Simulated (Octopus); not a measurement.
# BH3S (SMILES BS) at revPBE (scalar, in the pseudopotentials, sg15 potentials, pseudopotentials sg15, grid spacing 0.17 angstrom), part 2 of 2

Octopus 16.4.

## Step 3: The doublet cation at the same level

geometry.xyz reads:

```xyz
5

B     -0.402080    -0.406260     0.096380
S      0.151720     1.251640    -0.146020
H     -1.572880    -0.541660     0.272480
H      0.357120    -1.322860     0.082480
H      1.466120     1.019140    -0.305320
```

On the command line:

```console
$ OMP_NUM_THREADS=1 octopus > gs.log
```

What it wrote:

```text
Version                : 16.4
************************** Calculation Mode **************************
Input: [CalculationMode = gs]
Input: [SpinComponents = polarized]
******************************* Space ********************************
Octopus will run in 3 dimension(s).
Octopus will treat the system as periodic in 0 dimension(s).
Input: [AllElectronType = no]
Input: [PseudopotentialSet = sg15]
Reading Coordinates from geometry.xyz
****************************** Species *******************************
  Species 'B'
    type             : pseudopotential
    file format      : UPF2
    valence charge   : 3.0
    atomic number    :   5
    form on file     : kleinman-bylander
    lmax             : 1
    llocal           : -1
    projectors per l : 2
    total projectors : 4
    application form : kleinman-bylander
    orbitals         :  0
    bound orbitals   :  0
  Species 'S'
    type             : pseudopotential
    file format      : UPF2
    valence charge   : 6.0
    atomic number    :  16
    form on file     : kleinman-bylander
    lmax             : 1
    llocal           : -1
    projectors per l : 2
    total projectors : 4
    application form : kleinman-bylander
    orbitals         :  0
    bound orbitals   :  0
  Species 'H'
    type             : pseudopotential
    file format      : UPF2
    valence charge   : 1.0
    atomic number    :   1
    form on file     : kleinman-bylander
    lmax             : 0
    llocal           : -1
    projectors per l : 2
    total projectors : 2
    application form : kleinman-bylander
    orbitals         :  0
    bound orbitals   :  0
***************************** Symmetries *****************************
Symmetry elements : (sigma)
Symmetry group    : Cs
Input: [CurvMethod = curv_affine]
Input: [DerivativesStencil = stencil_star]
Input: [SmearingFunction = semiconducting]
Input: [SymmetrizeDensity = no]
******************************* States *******************************
Total electronic charge  =       11.000
Number of states         =        6
States block-size        =        4
************************** Parallelization ***************************
Info: Octopus will run in *serial*
******************************** Grid ********************************
Simulation Box:
  Type = minimum
  Radius  [A] =   5.000
Main mesh:
  Spacing [A] = ( 0.170, 0.170, 0.170)    volume/point [A^3] =      0.00491
  # inner mesh =     182242
  # total mesh =     242274
  Grid Cutoff [eV] =  1301.142306    Grid Cutoff [Ry] =    95.632204
Input: [StatesPack = yes]
** Warning:
**   The XCFunctional that you selected does not match the one used
**   to generate the pseudopotentials.
Input: [StatesOrthogonalization = cholesky_serial]
**************************** Theory Level ****************************
Input: [TheoryLevel = kohn_sham]
Exchange-correlation:
  Exchange
    Revised PBE from Zhang & Yang (GGA)
  Correlation
    Perdew, Burke & Ernzerhof (GGA)
****************************** Hartree *******************************
Input: [DressedOrbitals = no]
The chosen Poisson solver is 'interpolating scaling functions'
Input: [FilterPotentials = filter_TS]
Info: Pseudopotential for B
  Radii for localized parts:
    local part     =  1.1 A
    non-local part =  1.3 A
    orbitals       =  0.0 A
Info: Pseudopotential for S
  Radii for localized parts:
    local part     =  1.3 A
    non-local part =  1.4 A
    orbitals       =  0.0 A
Info: Pseudopotential for H
  Radii for localized parts:
    local part     =  1.0 A
    non-local part =  0.9 A
    orbitals       =  0.0 A
Input: [RelativisticCorrection = non_relativistic]
Input: [DFTULevel = dft_u_none]
Input: [MagneticConstrain = 0]
****************** Approximate memory requirements *******************
Mesh
  global  :       1.8 MiB
  local   :       7.4 MiB
  total   :       9.2 MiB
States
  real    :      22.2 MiB (par_kpoints + par_states + par_domains)
  complex :      44.4 MiB (par_kpoints + par_states + par_domains)
Info: Generating external potential
      done.
Input: [InteractionTiming = timing_exact]
Info: Octopus initialization completed.
Info: Starting calculation mode.
Info: Allocating ground state wave-functions
      Block       1 contains       4 states:       1 -       4
      Block       2 contains       2 states:       5 -       6
Info: Ground-state allocation done.
Info: Could not find 'restart/gs' directory for restart.
Info: No restart information will be read.
** Warning:
**   Unable to read wavefunctions.
**   Starting from scratch!
**************************** Eigensolver *****************************
Input: [Eigensolver = cg]
Input: [Preconditioner = pre_filter]
Input: [PreconditionerFilterFactor = 0.5000]
Input: [SubspaceDiagonalization = standard]
Input: [MixField = potential] (what to mix during SCF cycles)
Input: [MixingScheme = broyden]
Info: Mixing uses    4 steps and restarts after   20 steps.
Input: [LCAOStart = lcao_states]
Input: [LCAOScaleFactor = 1.000]
Input: [LCAOMaximumOrbitalRadius = 10.58 A]
** Warning:
**   The are no atomic orbitals available, cannot do LCAO.
Input: [GuessMagnetDensity = ferromagnetic]
Info: Unnormalized total charge =     12.456812
Info: Renormalized total charge =     11.000000
Total Magnetic Moment:
 mz =   0.000000
Local Magnetic Moments (sphere radius [A] =   0.595):
 Ion                    mz
   1         B       0.000000
   2         S       0.000000
   3         H       0.000000
   4         H       0.000000
   5         H       0.000000
Info: Setting up Hamiltonian.
Orthogonalizing wavefunctions.
Info: Ground-state restart information will be written to 'restart/gs'.
Info: SCF using real wavefunctions.
Info: Starting SCF iteration.
*********************** SCF CYCLE ITER #    1 ************************
 etot  =  8.77932257E+02 abs_ev   =  9.58E+03 rel_ev   =  1.44E+01
 ediff =        3.23E+01 abs_dens =  1.89E+01 rel_dens =  1.72E+00
Converged eigenvectors: 0
#  State  Spin  Eigenvalue [eV]  Occupation    Error
      1    dn        1.960130    1.000000   ( 2.1E+00)
      1    up        1.964504    1.000000   ( 2.1E+00)
      2    up       64.860605    1.000000   ( 3.9E+00)
      2    dn       67.270123    1.000000   ( 3.9E+00)
      3    up       74.130209    1.000000   ( 4.1E+00)
      3    dn       74.147726    1.000000   ( 4.1E+00)
      4    dn       74.806858    1.000000   ( 4.0E+00)
      4    up       75.153148    1.000000   ( 4.1E+00)
      5    dn       76.440236    1.000000   ( 4.1E+00)
      5    up       76.568917    1.000000   ( 4.1E+00)
      6    dn       76.853851    1.000000   ( 4.1E+00)
      6    up       77.617153    0.000000   ( 4.1E+00)
                                                                    ^
Total Magnetic Moment:
 mz =  -1.000000
Local Magnetic Moments (sphere radius [A] =   0.595):
 Ion                    mz
   1         B      -0.002174
   2         S       0.001731
   3         H      -0.003343
   4         H      -0.012025
   5         H      -0.000547
*********************** SCF CYCLE ITER #    2 ************************
 etot  = -6.49753398E+02 abs_ev   =  1.08E+03 rel_ev   =  2.59E+00
 ediff =        5.61E+01 abs_dens =  1.95E+01 rel_dens =  1.78E+00
Converged eigenvectors: 0
#  State  Spin  Eigenvalue [eV]  Occupation    Error
      1    up      -52.884088    1.000000   ( 3.4E-01)
      1    dn      -52.427469    1.000000   ( 3.4E-01)
      2    up      -40.142232    1.000000   ( 7.6E-01)
      2    dn      -39.350276    1.000000   ( 7.4E-01)
      3    dn      -36.573687    1.000000   ( 7.7E-01)
      3    up      -35.447996    1.000000   ( 8.0E-01)
      4    dn      -33.851967    1.000000   ( 7.4E-01)
      5    dn      -33.496641    1.000000   ( 7.6E-01)
      4    up      -32.944153    1.000000   ( 7.4E-01)
      6    dn      -31.375036    1.000000   ( 8.1E-01)
      5    up      -29.875962    1.000000   ( 7.4E-01)
      6    up      -26.823071    0.000000   ( 8.7E-01)
                                                             ^
Total Magnetic Moment:
 mz =  -1.000000
Local Magnetic Moments (sphere radius [A] =   0.595):
 Ion                    mz
   1         B      -0.169929
   2         S      -0.008291
   3         H      -0.000093
   4         H      -0.038256
   5         H      -0.036344
[eigenvalue tables of the cycles between left out]
*********************** SCF CYCLE ITER #    3 ************************
 etot  = -6.42910155E+02 abs_ev   =  2.79E+01 rel_ev   =  7.14E-02
 ediff =        2.51E-01 abs_dens =  2.31E+00 rel_dens =  2.10E-01
*********************** SCF CYCLE ITER #    4 ************************
 etot  = -5.96589326E+02 abs_ev   =  3.18E+01 rel_ev   =  8.87E-02
 ediff =        1.70E+00 abs_dens =  1.02E+00 rel_dens =  9.30E-02
*********************** SCF CYCLE ITER #    5 ************************
 etot  = -5.21892923E+02 abs_ev   =  4.70E+01 rel_ev   =  1.51E-01
 ediff =        2.75E+00 abs_dens =  2.50E+00 rel_dens =  2.27E-01
*********************** SCF CYCLE ITER #    6 ************************
 etot  = -5.16328875E+02 abs_ev   =  4.40E+00 rel_ev   =  1.43E-02
 ediff =        2.04E-01 abs_dens =  1.33E-01 rel_dens =  1.21E-02
*********************** SCF CYCLE ITER #    7 ************************
 etot  = -4.17218200E+02 abs_ev   =  8.96E+01 rel_ev   =  4.12E-01
 ediff =        3.64E+00 abs_dens =  2.84E+00 rel_dens =  2.58E-01
*********************** SCF CYCLE ITER #    8 ************************
 etot  = -4.10213146E+02 abs_ev   =  4.65E+00 rel_ev   =  2.18E-02
 ediff =        2.57E-01 abs_dens =  4.01E-01 rel_dens =  3.65E-02
*********************** SCF CYCLE ITER #    9 ************************
 etot  = -3.93480321E+02 abs_ev   =  1.75E+00 rel_ev   =  8.30E-03
 ediff =        6.15E-01 abs_dens =  2.12E+00 rel_dens =  1.93E-01
*********************** SCF CYCLE ITER #   10 ************************
 etot  = -3.93392098E+02 abs_ev   =  8.98E-01 rel_ev   =  4.27E-03
 ediff =        3.24E-03 abs_dens =  1.12E-01 rel_dens =  1.02E-02
*********************** SCF CYCLE ITER #   11 ************************
 etot  = -3.93349339E+02 abs_ev   =  7.66E-01 rel_ev   =  3.65E-03
 ediff =        1.57E-03 abs_dens =  6.27E-02 rel_dens =  5.70E-03
*********************** SCF CYCLE ITER #   12 ************************
 etot  = -3.93226816E+02 abs_ev   =  8.15E-01 rel_ev   =  3.91E-03
 ediff =        4.50E-03 abs_dens =  6.53E-02 rel_dens =  5.94E-03
*********************** SCF CYCLE ITER #   13 ************************
 etot  = -3.93103484E+02 abs_ev   =  1.81E-01 rel_ev   =  8.68E-04
 ediff =        4.53E-03 abs_dens =  3.24E-02 rel_dens =  2.95E-03
*********************** SCF CYCLE ITER #   14 ************************
 etot  = -3.93123796E+02 abs_ev   =  5.05E-02 rel_ev   =  2.42E-04
 ediff =        7.46E-04 abs_dens =  7.63E-03 rel_dens =  6.93E-04
*********************** SCF CYCLE ITER #   15 ************************
 etot  = -3.93174452E+02 abs_ev   =  8.41E-02 rel_ev   =  4.03E-04
 ediff =        1.86E-03 abs_dens =  6.44E-03 rel_dens =  5.85E-04
*********************** SCF CYCLE ITER #   16 ************************
 etot  = -3.93234580E+02 abs_ev   =  5.40E-02 rel_ev   =  2.59E-04
 ediff =        2.21E-03 abs_dens =  3.87E-03 rel_dens =  3.52E-04
*********************** SCF CYCLE ITER #   17 ************************
 etot  = -3.93257182E+02 abs_ev   =  1.35E-02 rel_ev   =  6.47E-05
 ediff =        8.31E-04 abs_dens =  3.71E-03 rel_dens =  3.37E-04
*********************** SCF CYCLE ITER #   18 ************************
 etot  = -3.93266331E+02 abs_ev   =  3.72E-03 rel_ev   =  1.78E-05
 ediff =        3.36E-04 abs_dens =  3.18E-03 rel_dens =  2.89E-04
*********************** SCF CYCLE ITER #   19 ************************
 etot  = -3.93267206E+02 abs_ev   =  6.33E-04 rel_ev   =  3.03E-06
 ediff =        3.22E-05 abs_dens =  1.62E-03 rel_dens =  1.47E-04
*********************** SCF CYCLE ITER #   20 ************************
 etot  = -3.93266498E+02 abs_ev   =  1.29E-04 rel_ev   =  6.19E-07
 ediff =        2.60E-05 abs_dens =  1.14E-03 rel_dens =  1.04E-04
*********************** SCF CYCLE ITER #   21 ************************
 etot  = -3.93265657E+02 abs_ev   =  9.83E-05 rel_ev   =  4.71E-07
 ediff =        3.09E-05 abs_dens =  6.65E-04 rel_dens =  6.04E-05
*********************** SCF CYCLE ITER #   22 ************************
 etot  = -3.93266579E+02 abs_ev   =  6.69E-04 rel_ev   =  3.20E-06
 ediff =        3.39E-05 abs_dens =  3.51E-04 rel_dens =  3.19E-05
*********************** SCF CYCLE ITER #   23 ************************
 etot  = -3.93267330E+02 abs_ev   =  5.37E-04 rel_ev   =  2.57E-06
 ediff =        2.76E-05 abs_dens =  3.48E-04 rel_dens =  3.16E-05
*********************** SCF CYCLE ITER #   24 ************************
 etot  = -3.93267665E+02 abs_ev   =  2.47E-04 rel_ev   =  1.18E-06
 ediff =        1.23E-05 abs_dens =  2.17E-04 rel_dens =  1.97E-05
*********************** SCF CYCLE ITER #   25 ************************
 etot  = -3.93267654E+02 abs_ev   =  3.43E-05 rel_ev   =  1.64E-07
 ediff =        4.08E-07 abs_dens =  1.32E-04 rel_dens =  1.20E-05
*********************** SCF CYCLE ITER #   26 ************************
 etot  = -3.93267710E+02 abs_ev   =  5.28E-05 rel_ev   =  2.53E-07
 ediff =        2.07E-06 abs_dens =  3.08E-05 rel_dens =  2.80E-06
*********************** SCF CYCLE ITER #   27 ************************
 etot  = -3.93267795E+02 abs_ev   =  5.88E-05 rel_ev   =  2.82E-07
 ediff =        3.13E-06 abs_dens =  1.71E-05 rel_dens =  1.56E-06
*********************** SCF CYCLE ITER #   28 ************************
 etot  = -3.93267859E+02 abs_ev   =  4.44E-05 rel_ev   =  2.13E-07
 ediff =        2.35E-06 abs_dens =  2.51E-05 rel_dens =  2.29E-06
*********************** SCF CYCLE ITER #   29 ************************
 etot  = -3.93267883E+02 abs_ev   =  1.73E-05 rel_ev   =  8.28E-08
 ediff =        8.63E-07 abs_dens =  1.35E-05 rel_dens =  1.23E-06
*********************** SCF CYCLE ITER #   30 ************************
 etot  = -3.93267889E+02 abs_ev   =  7.33E-06 rel_ev   =  3.51E-08
 ediff =        2.50E-07 abs_dens =  8.18E-06 rel_dens =  7.44E-07
Converged eigenvectors: 0
#  State  Spin  Eigenvalue [eV]  Occupation    Error
      1    up      -27.931333    1.000000   ( 1.1E-06)
      1    dn      -26.981755    1.000000   ( 4.2E-07)
      2    up      -20.108546    1.000000   ( 7.8E-07)
      2    dn      -19.877365    1.000000   ( 7.8E-07)
      3    up      -18.055357    1.000000   ( 2.6E-07)
      3    dn      -17.795894    1.000000   ( 9.0E-08)
      4    up      -16.704945    1.000000   ( 2.5E-07)
      5    up      -15.951801    1.000000   ( 5.2E-07)
      4    dn      -15.821287    1.000000   ( 9.2E-08)
      6    up      -14.796041    1.000000   ( 7.7E-07)
      5    dn      -14.745689    1.000000   ( 1.9E-07)
      6    dn      -14.417846    0.000000   ( 3.0E-07)
                                                                   ^
Total Magnetic Moment:
 mz =   1.000000
Local Magnetic Moments (sphere radius [A] =   0.595):
 Ion                    mz
   1         B       0.007145
   2         S       0.121572
   3         H      -0.002704
   4         H      -0.001536
   5         H      -0.006209
*********************** SCF CYCLE ITER #   31 ************************
 etot  = -3.93267894E+02 abs_ev   =  5.94E-06 rel_ev   =  2.85E-08
 ediff =        1.80E-07 abs_dens =  7.55E-06 rel_dens =  6.86E-07
Converged eigenvectors: 0
#  State  Spin  Eigenvalue [eV]  Occupation    Error
      1    up      -27.931333    1.000000   ( 1.0E-06)
      1    dn      -26.981755    1.000000   ( 3.8E-07)
      2    up      -20.108547    1.000000   ( 7.1E-07)
      2    dn      -19.877365    1.000000   ( 6.9E-07)
      3    up      -18.055358    1.000000   ( 2.6E-07)
      3    dn      -17.795895    1.000000   ( 9.9E-08)
      4    up      -16.704945    1.000000   ( 2.3E-07)
      5    up      -15.951801    1.000000   ( 4.3E-07)
      4    dn      -15.821288    1.000000   ( 8.9E-08)
      6    up      -14.796042    1.000000   ( 5.8E-07)
      5    dn      -14.745690    1.000000   ( 1.7E-07)
      6    dn      -14.417847    0.000000   ( 2.7E-07)
                                                                   ^
Total Magnetic Moment:
 mz =   1.000000
Local Magnetic Moments (sphere radius [A] =   0.595):
 Ion                    mz
   1         B       0.007145
   2         S       0.121572
   3         H      -0.002704
   4         H      -0.001536
   5         H      -0.006209
Info: SCF converged in   31 iterations
** Warning:
**   Some of the states are not fully converged!
Info: Number of matrix-vector products:       5595
Octopus emitted 4 warnings.
```

Wall time 96 s (1 thread of Arm Neoverse N1, shared host); peak memory 0.19 GiB.

## Step 4: Summary of results

This closing draws on all 2 parts.

At revPBE (scalar, in the pseudopotentials, sg15 potentials, pseudopotentials sg15, grid spacing 0.17 angstrom):

| quantity | value |
| --- | --- |
| singlet BH3S: total energy | -14.85308 Eh |
| singlet BH3S: dipole moment | 0.86 D |
| singlet BH3S: HOMO energy | -7.30 eV |
| singlet BH3S: largest force on an atom | 0.274 eV/Å |
| doublet cation: total energy | -14.45233 Eh |
| doublet cation: HOMO energy (highest over α and β) | -14.75 eV |
| doublet cation: largest force on an atom | 3.621 eV/Å |
| vertical ionisation energy (to the doublet cation) | 10.905 eV |

In words: The vertical ionisation energy comes to 10.90 eV (251 kcal/mol). The largest force (singlet BH3S) is 0.27 eV/Å: the shape isn't a stationary point for this species at this level. −ε(HOMO) before ionisation, 7.30 eV, is 3.61 eV below this ionisation energy.
